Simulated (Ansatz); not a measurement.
Input file:

```yaml
crystal:
  periodic: [false, false, false]
  atoms:
    - {symbol: O, position_ang: [-1.003923, -0.231644, 0.000000]}
    - {symbol: H, position_ang: [-1.253232, 0.694932, 0.000000]}
    - {symbol: H, position_ang: [0.245077, -0.231644, 0.000000]}
    - {symbol: S, position_ang: [2.012077, -0.231644, 0.000000]}
basis:
  gaussian: {orbitals: 6-31G}
magnetization: {spin_polarized: true, initial_magnetization: 2}
correlation: {method: mp2, electrons: outside_noble_gas}
accuracy: high
scf: {lower_state_search: off}
```

```sh
$ ansatz run in.yaml --threads 1 --pin off --events-out ev --progress --plain --max-ram 2393MiB
```

Log:

```
these checks for a lower state are left out or cut short: stability, starts, cluster_reference, orbital_swaps, neighbouring_geometries, increment
494 factors; integrals over basis functions are off by at most 4.0e-9 eV
mean field evaluation 1: about -12878.3473 eV, gradient 2.6e1 eV
mean field evaluation 2: about -12878.3508 eV, gradient 2.6e1 eV
mean field evaluation 4: about -12881.5728 eV, gradient 1.8e0 eV
mean field evaluation 8: about -12881.6311 eV, gradient 2.2e-1 eV
mean field evaluation 16: about -12881.6339 eV, gradient 3.0e-8 eV
mean field -12881.63386231 eV, -473.3913129550 hartree, gradient 3.0e-8 eV, S^2 2.006542; 0 other end points of the search recorded, 0 dependent functions left out
6 core orbitals not correlated: weight in the atoms' cores, before any rotation towards them, 1.000 or more for the frozen orbitals, at most 0.000 for the correlated occupied ones
reference -12881.63386231 eV, -473.3913129550 hartree; 8, 6 occupied and 12, 14 virtual orbitals, 494 factors
second order -4.33001448 eV of doubles, -0.00000000 eV of singles
Total energy: -12885.96387679 eV, -473.5504380521 hartree
Checks for a lower state left out: stability, starts, cluster_reference, orbital_swaps, neighbouring_geometries, increment
```

Ran on 1 thread of Arm Neoverse V2, shared host: 0.21 s wall, 0.07 GiB peak host memory.
